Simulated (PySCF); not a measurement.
# Gas-phase XPS of `C/C=C/C[S-]`, computed

C4H7S (charge -1).
Z-matrix (Å and degrees, PBE0-D3(BJ)/def2-SVP geometry), rows numbered from 1:
```
C 
C   1  1.4967
C   2  1.3438  1  125.01
C   3  1.4904  2  127.03  1   174.51
S   4  1.8214  3  108.64  2  -117.73
H   1  1.1072  2  112.61  3   124.21
H   1  1.1023  2  110.81  3     3.84
H   1  1.1076  2  112.45  3  -116.00
H   2  1.0993  1  116.60  3   176.95
H   3  1.0999  2  118.92  1    -1.01
H   4  1.1104  3  108.87  2     6.01
H   4  1.1124  3  108.69  2   120.66
```

Computed, not measured: delta-SCF UKS SCAN, pcX-2 on the ionised atom, pcseg-1 elsewhere, spin-free X2C (PySCF 2.14.0). Binding energies are ΔSCF values: E(core-ionised, relaxed orbitals) − E(ground state) at a fixed geometry, referred to the vacuum level.

Task: Give the core binding energies atom by atom.

Result: 
```tsv
atom(s)	bonded to	level	binding energy (eV)	above the level's lowest (eV)	count
C2	C (double bond), C and H	C 1s	285.39	0.00	1
C3	C (double bond), C and H	C 1s	285.49	+0.10	1
C4	S, C and 2 H	C 1s	285.80	+0.41	1
C1	C and 3 H	C 1s	287.14	+1.75	1
S5	C	S 1s	2468.69	0.00	1
```

Lowest listed C 1s: C2, bonded to C (double bond), C and H. Highest, 1.75 eV above it: C1, bonded to C and 3 H. The widest gap between neighbouring values is 1.34 eV, between 285.80 and 287.14 eV. Summing the Pauling electronegativity differences to the bonded atoms, each weighted by its formal bond order, gives -0.35 for the lowest site and -1.05 for the highest; the largest sum, -0.35, belongs to C3, 1.65 eV below the top. The smallest sum, -1.05, belongs to C1, 1.75 eV above the lowest.

Task: Which effective nuclear charge Zeff reproduces each element's mean 1s value in the hydrogen-like formula E = 13.606 eV × Zeff²?

Result: C (Z = 6): mean 286.0 eV, Zeff = 4.58, Z − Zeff = 1.42; S (Z = 16): mean 2468.7 eV, Zeff = 13.47, Z − Zeff = 2.53. Means run over the listed sites, weighted by atom count.

Not every level is listed. The unrestricted hole states depart most from a pure doublet (⟨S²⟩ = 0.75; over 0.85 named) for C 1s of C3 (0.95), which makes this value less certain. The species carries charge -1, so core ionisation leaves a neutral species. The basis sets have no added diffuse functions. The structure is a single PBE0-D3(BJ)/def2-SVP conformer in the gas phase; no vibrational or solvent corrections.

Time: 54 s. Hardware: x86-64 server, one thread, no GPU, shared host.
